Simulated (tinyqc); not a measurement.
Coupled-perturbed Hartree-Fock on RHF in the sto-6g basis, for OH-, spin multiplicity 1, step by step. The basis has no diffuse functions, so it cannot describe the extra electron: this is an exercise in the method, not the real anion. One step of it, computed by the program tinyqc.

Question. Orthogonalisation. S = U s U^T; symmetric (Loewdin) form X = U s^(-1/2) U^T, so that X^T S X = 1.

overlap S:
```
           1O 1s     1O 2s    1O 2px    1O 2py    1O 2pz     2H 1s
1O 1s   1.000000  0.231145  0.000000  0.000000  0.000000  0.018420
1O 2s   0.231145  1.000000  0.000000  0.000000  0.000000  0.226474
1O 2px  0.000000  0.000000  1.000000  0.000000  0.000000  0.000000
1O 2py  0.000000  0.000000  0.000000  1.000000  0.000000  0.000000
1O 2pz  0.000000  0.000000  0.000000  0.000000  1.000000  0.218323
2H 1s   0.018420  0.226474  0.000000  0.000000  0.218323  1.000000
```

Give: eigenvalues of S; X.

Answer.

eigenvalues of S: 0.6432  0.8531  1.0000  1.0000  1.1300  1.3737

X:
```
          1O 1s    1O 2s  1O 2px  1O 2py   1O 2pz    2H 1s
1O 1s    1.0212  -0.1221  0.0000  0.0000  -0.0024   0.0119
1O 2s   -0.1221   1.0427  0.0000  0.0000   0.0205  -0.1234
1O 2px   0.0000   0.0000  1.0000  0.0000   0.0000   0.0000
1O 2py   0.0000   0.0000  0.0000  1.0000   0.0000   0.0000
1O 2pz  -0.0024   0.0205  0.0000  0.0000   1.0193  -0.1166
2H 1s    0.0119  -0.1234  0.0000  0.0000  -0.1166   1.0404
```
